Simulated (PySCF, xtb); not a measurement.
Relative energy of two structures of CH3BMg

Structure X: a singlet given by its coordinates. Structure Y: a singlet given by its coordinates. Both are gas-phase species (loosely bound parts included), relaxed with B3LYP-D4/def2-SVP.

X (Å):

```xyz
6

C     0.9408   -2.5948   -0.2594
B    -0.1312   -1.8513   -0.7653
Mg   -1.8373   -0.6675   -1.5674
H     1.9503   -2.1787   -0.1473
H     0.8405   -3.6408    0.0577
H    -3.1345    0.2351   -2.1775
```

Close contacts (Å): C1–B2 1.40, B2–Mg3 2.23, C1–H4 1.10, C1–H5 1.10, Mg3–H6 1.69.

Y (Å):

```yaml
atoms:
  - { symbol: C, position_ang: [-0.7712, -2.3637, -0.4209] }
  - { symbol: B, position_ang: [-0.1351, -1.1241, -0.5556] }
  - { symbol: Mg, position_ang: [1.4862, -1.4779, -2.7712] }
  - { symbol: H, position_ang: [0.2108, 0.0012, -0.3885] }
  - { symbol: H, position_ang: [-1.4831, -2.4635, 0.4153] }
  - { symbol: H, position_ang: [-0.6710, -3.2648, -1.0267] }
```

Close contacts (Å): C1–B2 1.40, B2–Mg3 2.77, C1–H5 1.10, C1–H6 1.09, B2–H4 1.19.

Question: Which of the two would you expect CCSD(T)/def2-TZVP electronic energies to favour?

Answer: Structure Y; the calculation gives E(Y) − E(X) = −0.333 eV.

Level by level:

```csv
level,geometry,E(Y) − E(X) (eV),departure from the last row (eV),"job, with rough time for the two"
B3LYP-D4/def2-SVP,B3LYP-D4/def2-SVP,−0.400,−0.067,"optimisation, 1.7 min"
HF/def2-TZVP,B3LYP-D4/def2-SVP,−0.099,+0.235,part of the CCSD(T) run
MP2/def2-TZVP,B3LYP-D4/def2-SVP,−0.332,+0.002,part of the CCSD(T) run
CCSD(T)/def2-TZVP,B3LYP-D4/def2-SVP,−0.333,,"single point, 1.9 min"
```

The levels shown agree on the order. The largest departure from CCSD(T)/def2-TZVP is that of HF/def2-TZVP, 0.235 eV. No reliable frequencies are at hand for Y, so it isn't confirmed as a minimum. Levels run at GFN2-xTB geometries aren't shown.

The correlated steps freeze 3 core orbitals; the last core shell of Mg is correlated, in a basis made for valence electrons. Programs: PySCF 2.14.0, xtb 6.7.1; the last row on 2 threads of Arm Neoverse N1 on a shared host.
